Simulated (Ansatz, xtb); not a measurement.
Species: SiO, net charge 1, doublet state. 
Structure (B3LYP-D3(BJ)/def2-TZVP (Ansatz, a quantum-chemistry and plane-wave program) minimum search):
```
Si
O 1 1.5229
```
Charge +1, spin multiplicity 2.

Harmonic wavenumbers from GFN2-xTB (xtb, at its own minimum), cm⁻¹: 1466.

Question: Give the harmonic wavenumbers at B3LYP-D3(BJ)/def2-TZVP (Ansatz, finite differences of forces, unscaled).

Answer: 1142 cm⁻¹. Zero-point energy 1.6 kcal/mol.

Question: From these and the geometry, give the ideal-gas thermochemistry at 298.15 K and 1 atm (rigid rotor, harmonic oscillator).

Answer: Point group C∞v, rotational symmetry number 1. Rotational constants 21.38, 21.38 GHz. S(trans) 37.28, S(rot) 13.26, S(vib) 0.05, S(elec, spin only) 1.38, S 52.0 cal/(mol K). H(298) - H(0) 2.09 kcal/mol; G - E(el) -11.8 kcal/mol.
